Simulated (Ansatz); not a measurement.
**Worked example: correlation energy of Ge$_{2}$HF (H-bridged), triplet**

Geometry: that of the Ge2HF (H-bridged), singlet, kept fixed. The singlet lies 1.7 eV lower here.

```xyz
4

F    -0.0458   -1.4271    0.0000
Ge    0.0148    0.1825   -1.1977
Ge    0.0148    0.1825    1.1977
H    -1.2672    0.5962    0.0000
```

Basis cc-pVDZ; Ansatz 0.2.0. Only valence electrons are correlated (noble-gas cores and the filled d shells of p-block atoms frozen), which leaves 16 electrons in 44 orbitals. R marks a restricted (for open shells ROHF) determinant, U an unrestricted one. No spin–orbit coupling is included, and no scalar relativity.

Full CI isn't at hand for all of this; UCCSDT(Q) serves as the reference, and is uncertain by the last step of the cluster series or more.

UCCSD has a T1 diagnostic of 0.025 and a largest doubles amplitude of 0.06.

Runs differ by some tens of microhartree through their thresholds and, for an open shell, their frozen cores, so steps under 0.03 kcal/mol mean nothing.

Here the R and U totals at CCSDT(Q) differ by 0.27 kcal/mol, a measure of how far such totals hang on the determinant and its frozen core.

```json
{"level": "UHF", "total energy (hartree)": "-4250.624212"}
{"level": "UMP2", "total energy (hartree)": "-4250.956461"}
{"level": "UCCSD", "total energy (hartree)": "-4250.986315"}
{"level": "UCCSD(T)", "total energy (hartree)": "-4250.997111"}
{"level": "UCCSDT", "total energy (hartree)": "-4250.998547"}
{"level": "UCCSDT(Q)", "total energy (hartree)": "-4250.999570"}
```

Task: What is the correlation energy at UCCSDT(Q), and what share of it do UMP2 and UCCSD recover?

Result: E(corr) = -4250.999570 − (-4250.624212) = -0.375358 hartree = -10.214 eV. UMP2: -0.332249 / -0.375358 = 88.52 %. UCCSD: -0.362103 / -0.375358 = 96.47 %.

Task: By how many kcal/mol does UCCSD(T) miss UCCSDT(Q) (1 hartree = 627.509 kcal/mol), and which steps make up the rest?

Result: -4250.997111 − (-4250.999570) = 0.002459 hartree = 1.54 kcal/mol. Steps: UCCSDT − UCCSD(T) = -0.90, UCCSDT(Q) − UCCSDT = -0.64 kcal/mol. Differences between like states or geometries often cancel part of this.
